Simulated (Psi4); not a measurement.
Dimer: C2H2 (SMILES C#C) (first 4 atoms) with C2H2 (SMILES C#C); geometry from S66by8 set.
(charge 0, multiplicity 1):
```xyz
8

C     -0.59699    -0.09933    -2.89906
H     -1.65900    -0.09929    -2.90498
C      0.61485    -0.09943    -2.89583
H      1.67687    -0.09956    -2.89603
C     -0.00696     0.08025     2.29204
H     -0.00357     0.04652     1.22875
C     -0.01090     0.11854     3.50351
H     -0.01417     0.15192     4.56442
```

The numbers are results of SAPT0/jun-cc-pV(D+d)Z in Psi4, not measurements.

Task: Give the four SAPT terms and the total, and say what mostly holds the pair together.

Result: electrostatics -1.6, exchange 0.1, induction -0.1, dispersion -0.5, total -2.1 kJ/mol; the largest attraction is electrostatics.
